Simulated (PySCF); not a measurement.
**First hyperpolarisability of SMILES C=C/C=C/OC, C$_{5}$H$_{8}$O**

Computed with quadratic response CAM-B3LYP/def2-TZVPD first hyperpolarisability, Taylor convention, gas phase (PySCF 2.14.0). Geometry: PBE0-D3(BJ)/def2-SVP.

Input:
```
{"job": {"kind": "beta", "xc": "CAM-B3LYP", "basis": "def2-TZVPD"}, "charge": 0, "multiplicity": 1}
C     -1.997182     0.670250    -2.146016
C     -1.666420     0.392043    -0.875965
C     -0.323573     0.112851    -0.407506
C     -0.064106    -0.158463     0.887845
O      1.114802    -0.431468     1.455807
C      2.250229    -0.447719     0.633948
H     -3.030418     0.872322    -2.436007
H     -1.241233     0.704242    -2.936654
H     -2.459371     0.369259    -0.117496
H      0.481567     0.129805    -1.147382
H     -0.865692    -0.176883     1.633383
H      3.106729    -0.687687     1.276187
H      2.163531    -1.212740    -0.157827
H      2.416749     0.534524     0.157347
```
Coordinates are in Å.

Command: `OMP_NUM_THREADS=1 python excited_run.py task.json out`

Task: What does the run print?

Result: DR is the depolarisation ratio; parallel is 3/5 of the vector part along the dipole.
```
coarse grid: 11480 points
cycle   1  E = -270.4281665505  dE =  8.187e-01  |g| = 5.400e-01  |ddm| = 3.648e+00
cycle   2  E = -270.4210099933  dE =  7.157e-03  |g| = 6.200e-01  |ddm| = 1.241e+00
cycle   3  E = -270.4857792989  dE = -6.477e-02  |g| = 7.599e-02  |ddm| = 4.594e-01
cycle   4  E = -270.4866089264  dE = -8.296e-04  |g| = 3.736e-02  |ddm| = 1.173e-01
cycle   5  E = -270.4869272065  dE = -3.183e-04  |g| = 1.138e-02  |ddm| = 6.545e-02
cycle   6  E = -270.4869573624  dE = -3.016e-05  |g| = 2.565e-03  |ddm| = 1.828e-02
cycle   7  E = -270.4869593423  dE = -1.980e-06  |g| = 6.334e-04  |ddm| = 4.374e-03
final grid: 110224 points
cycle   8  E = -270.4823168188  dE = -4.871e-05  |g| = 4.185e-03  |ddm| = 2.895e-01
cycle   9  E = -270.4823178672  dE = -1.048e-06  |g| = 3.751e-03  |ddm| = 2.384e-02
cycle  10  E = -270.4823207312  dE = -2.864e-06  |g| = 8.672e-04  |ddm| = 5.391e-03
cycle  11  E = -270.4823208570  dE = -1.258e-07  |g| = 2.302e-04  |ddm| = 1.200e-03
cycle  12  E = -270.4823208692  dE = -1.224e-08  |g| = 3.757e-05  |ddm| = 8.946e-04
cycle  13  E = -270.4823208695  dE = -3.226e-10  |g| = 1.504e-05  |ddm| = 1.305e-04
converged SCF energy = -270.4823208695

Lowest singlets (eV, f): 5.5487 0.7237  5.6033 0.0021  5.7953 0.0000

First hyperpolarisability (au)
process     nm      |vector|   parallel      HRS      DR
static         -      485.39     176.01     193.85   5.702
shg       1907.0      522.94     190.03     209.02   5.676
eope      1907.0      497.40     180.49          -       -
shg       1064.0      625.29      228.3     250.49    5.61
eope      1064.0      525.77     191.09          -       -
```

It took 48 s wall time on 1 thread of an Arm Neoverse V1, shared host, peak memory 1.2 GiB.
